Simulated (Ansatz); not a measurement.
Basis-set series for `[Al]=[S]` radical. Total charge 0; spin multiplicity 2. The geometry is a stationary point of PBE0-D4/def2-TZVP.

| functional | basis | functions | energy (Eh) | HOMO (eV) | LUMO (eV) |
| --- | --- | --- | --- | --- | --- |
| PBE0-D4 | def2-TZVPP | 84 | -640.37968 | -7.13 | -4.28 |
| PBE0-D4 | def2-QZVPP | 140 | -640.39876 | -7.15 | -4.30 |
| ωB97M-V | def2-TZVPP | 84 | -640.59436 | -9.06 | -2.67 |
| ωB97M-V | def2-QZVPP | 140 | -640.61320 | -9.12 | -2.73 |

Task: Give the rows for def2-SVP. (An estimate is asked.)

Result: Ansatz gave: 
```tsv
functional	basis	functions	energy (Eh)	HOMO (eV)	LUMO (eV)
PBE0-D4	def2-SVP	36	-640.15733	-7.07	-4.28
ωB97M-V	def2-SVP	36	-640.37327	-8.99	-2.65
```

HOMO and LUMO are taken over both spins.
